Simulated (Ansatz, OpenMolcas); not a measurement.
## Worked example: the enthalpy of formation of CHNS (isothiocyanic acid)

CHNS: 4 atoms, total charge 0, spin state singlet. As SMILES, `N=C=S`. Geometry: relaxed at PBE0-D4/def2-TZVP.

| atom | x (Å) | y (Å) | z (Å) |
| --- | --- | --- | --- |
| N | -0.2501 | 0.6347 | -0.4753 |
| C | 0.3063 | -0.2062 | 0.1707 |
| S | 1.1629 | -1.2372 | 0.9753 |
| H | -1.2191 | 0.8087 | -0.6707 |

Total energies at B3LYP/6-31G* (Cartesian functions) (OpenMolcas 26.06); the atoms run unrestricted:

```
species    state  energy (Eh)
   CHNS  singlet  -491.633010
      N  quartet   -54.584489
      C  triplet   -37.846280
      S  triplet  -398.104993
      H  doublet    -0.500273
```

Harmonic wavenumbers at PBE0-D4/def2-TZVP, in cm⁻¹: 464, 502, 634, 901, 2082, 3713.

Measured heats of formation of the gaseous atoms at 298.15 K, in kJ/mol: N 472.4, C 716.9, S 277.0, H 218.0. Spin-orbit lowering of the atoms at 298 K (mean of the ground term's levels less their thermal mean, from spectra), in kJ/mol: C 0.02, S 1.88. Take 1 Eh = 2625.50 kJ/mol, 1 cm⁻¹ = 0.0119627 kJ/mol, RT = 2.479 kJ/mol.

Problem. Work out the heat of formation of the gas at 298 K.

Solution. 
1. Electronic atomisation energy: (-54.584489) + (-37.846280) + (-398.104993) + (-0.500273) − (-491.633010) = 0.596975 Eh = 1567.4 kJ/mol.
2. Zero-point energy: half the sum of the wavenumbers, 4148 cm⁻¹ = 49.6 kJ/mol.
3. Thermal vibrational enthalpy, Σ hcν̃/(exp(hcν̃/kT) − 1): 1.8 kJ/mol. Translation, rotation and pV of a non-linear molecule: 4 RT = 9.9 kJ/mol.
4. The 4 free atoms carry 5/2 RT each: 24.8 kJ/mol.
5. Spin-orbit coupling lowers the free atoms by 0.02 + 1.88 = 1.9 kJ/mol.
6. Atomisation enthalpy at 298 K: 1567.4 − 1.9 − 49.6 − 1.8 − 9.9 + 24.8 = 1529.0 kJ/mol.
7. Sum of the atoms' heats of formation: 1684.3 kJ/mol. Heat of formation: 1684.3 − 1529.0 = +155.3 kJ/mol.

The tabulated value is +127.6 kJ/mol (CRC Handbook of Chemistry and Physics), so this level is off by +27.7 kJ/mol, or 1.8 % of the atomisation enthalpy. Anharmonicity and any spin-orbit splitting of the molecule are left out.
